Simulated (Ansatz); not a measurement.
The cluster Li2H⁺, relaxed as a singlet with RKS PBE0-D4/def2-TZVP in Ansatz, starting from the GFN1-xTB geometry. Force threshold 0.02 eV/Å.

The structure comes from a short search, and lower isomers may exist.

Start:

Cartesian coordinates in Å:
```
Li -1.1187 0.5314 -1.0440
Li 1.1197 -0.5301 1.0440
H -0.0009 -0.0013 0.0000
```

| step | energy (eV) | largest force component (eV/Å) | SCF passes |
| --- | --- | --- | --- |
| 1 | -419.2600 | 0.088 | 16 |
| 2 | -419.2615 | 0.015 | 18 |

Force components are those of the run's own axes.

End:

Cartesian coordinates in Å:
```
Li -1.1290 0.5356 -1.0533
Li 1.1293 -0.5352 1.0532
H -0.0003 -0.0004 0.0000
```

By distances, no bond broke or formed. The bond that changes most is Li1–H3, from 1.62 to 1.63 Å (atoms count from 1).

No frequencies were taken in this run, so the end may be a saddle point.

Run time 1.6 s (4 threads of AMD EPYC 7B13 on a shared host).
